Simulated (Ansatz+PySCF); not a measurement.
Values are calculated unless marked as measured or tabulated.
This PySCF input gave a total energy of -204.90973 hartree.

```python
from pyscf import gto, dft

mol = gto.M(atom="""
N 0.019070 0.022400 -0.497070
O -0.007020 1.105660 0.221540
O -0.012960 -1.076460 0.153960
""", basis='def2-svp', charge=-1, spin=0)
mf = dft.UKS(mol, xc='wb97x')
mf.init_guess = 'minao'
mf.kernel()
while True:  # follow internal instabilities
    mo, _, stable, _ = mf.stability(return_status=True)
    if stable: break
    mf.kernel(mf.make_rdm1(mo, mf.mo_occ))
print(mf.converged, mf.e_tot, mf.spin_square()[0])
```

**Question.** Write an input for Ansatz with the same method and basis set.

**Answer.**

```yaml
crystal:
  periodic: [false, false, false]
  atoms:
    - { symbol: "N", position_ang: [0.01907, 0.0224, -0.49707] }
    - { symbol: O, position_ang: [-0.00702, 1.10566, 0.22154] }
    - { symbol: O, position_ang: [-0.01296, -1.07646, 0.15396] }
basis:
  gaussian: { orbitals: def2-SVP }
total_charge: -1
magnetization:
  spin_polarized: true
hamiltonian:
  xc: { name: wB97X }
```

Ansatz (development build ahead of 0.2.0) gave -204.90972 hartree, 0.14 meV from the first. Caution: no diffuse functions for an anion.
